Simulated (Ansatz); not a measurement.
For rock-salt PbSe, r²SCAN+rVV10 (PAW; Ansatz, a program for electronic structure) gives:

```
Item                           Result
---------------------  --------------
lattice parameter a           6.141 Å
enthalpy of formation  -0.668 eV/atom
```

### Question
What does PBE0 in Ansatz (PAW) give for the same quantities?

### Answer

- lattice constant a: 6.173 Å (rises by 0.5 %)
- formation enthalpy: -0.631 eV/atom (moves by +0.037 eV/atom)

For comparison: lattice constant a 6.105 Å (measured, 120 K, not corrected to a static lattice; as tabulated in Noda, Masumoto, Ohba, Saito, Toriumi, Iwata, Shibuya, Acta Cryst. C 43, 1443 …); formation enthalpy -0.518 ± 0.01 eV/atom (measured, 298 K, copied from a table, unchecked, not corrected to a static lattice, sources range from -0.533 to -0.518; as tabulated in Wang et al. (2021), doi:10.1038/s41598-021-94550-5).

Changes are worked out from the printed values.

Unless a cell is named, each level is at its own relaxed cell (r²SCAN+rVV10 28.95, PBE0 29.41 Å³/atom).

Levels without +SOC leave out spin–orbit coupling, which shifts energies and cells of such heavy elements.

Ansatz's density-functional and Hartree–Fock values are scalar-relativistic unless marked +SOC, with PAW data made under PBE.
